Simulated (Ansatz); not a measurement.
Gas-phase electronic energies from Ansatz, PBE0-D4/def2-TZVP geometries. CCSD(T)/CBS adds triple-zeta CCSD(T) − MP2 to the extrapolated MP2 energy (def2 sets, frozen cores). This one scheme is used for every species. Functionals use def2-TZVPP. HSE06 is defined as in plane-wave codes. One conformer a species, not always the lowest.

Reaction (formal exchange of groups at a C–C bond): `CCCCC(C)CC` + CH₄ → `CCCC(C)CC` + `CC`

| level | ΔE (kJ/mol) | difference from CCSD(T)/CBS |
| --- | --- | --- |
| revPBE-D4 | 7.7 | -0.4 |
| BLYP-D4 | 6.9 | -1.2 |
| PBE0-D4 | 6.1 | -2.0 |
| BHLYP-D4 | 5.8 | -2.3 |
| BLYP | -1.8 | -9.9 |
| HSE06 | 1.8 | -6.3 |
| BHLYP | 0.4 | -7.7 |
| CCSD/def2-SVP | 5.9 | -2.2 |
| SCS-MP2/def2-TZVPP | 7.2 | -0.9 |
| HF/def2-QZVPP | -2.7 | -10.8 |
| CCSD(T)/CBS | 8.1 | 0 |

Largest T1 diagnostic among the species: 0.009.

The D4 term adds +6.9 kJ/mol with B3LYP and +4.3 kJ/mol with PBE0; it sums over pairs of atoms, weighted by their polarisabilities, and B3LYP, whose exchange is more repulsive, gets the larger term. Leaving LDA and LC-ωPBE aside and taking each functional with its dispersion term where it has one, the values, not all of them listed here, spread over 4.3 kJ/mol, from B2PLYP to ωB97M-V. LDA lies +7.2 kJ/mol from PBE without D4. In def2-TZVPP, CCSD(T) changes the Hartree–Fock value by +10.8 kJ/mol (the triples alone add +1.7 kJ/mol) and MP2 by +12.5 kJ/mol.

B3LYP here is the variant with VWN-RPA as its local correlation; programs differ in this.
